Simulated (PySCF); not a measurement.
# GaCl2, doublet: vertical spin and charge gaps

Geometry (PBE0/def2-TZVP stationary point for this spin, not checked as a minimum):

```tsv
atom	x (Å)	y (Å)	z (Å)
Cl	0.0000	-0.5429	1.8617
Ga	0.0000	0.5521	0.0000
Cl	0.0000	-0.5429	-1.8617
```

Basis cc-pVDZ; PySCF 2.14.0. Correlated methods freeze the noble-gas cores and the filled d shells of p-block atoms. R marks a restricted (for open shells ROHF) determinant. No spin–orbit coupling is included, and no scalar relativity.

Gaps are energies of the second state less the first, at fixed atoms, for a selection of the levels run; mean-field and cluster levels share one orbital occupation for each state, and full CI takes the lowest of the symmetries tried.

Question: PBE gives 9.088 eV for removing an electron, to the singlet. Estimate what RCCSDT gives in cc-pVDZ.

Answer: RCCSDT in cc-pVDZ gives 8.806 eV, so against it PBE is off by 0.282 eV, of which a good part can be the reference's own basis and frozen-core error.

```tsv
level	gap (eV)	error (meV)
RHF	9.043	237
RMP2	8.867	61
RCCSD	8.884	78
RCCSD(T)	8.812	6
r2SCAN	9.391	585
PBE0	9.310	504
B3LYP	9.274	468
wB97M-V	9.267	461
B2PLYP	9.073	267
```

In so small a basis the reference is far from its limit while semilocal and hybrid functionals are nearer theirs (RPA and double hybrids share part of the reference's basis error), so the functionals' errors here hold much of the reference's basis and frozen-core error, which can add to them or hide them.

Full CI isn't at hand for all of this; RCCSDT serves as the reference. It lacks quadruple excitations, which often exceed the step from CCSD(T) to CCSDT.
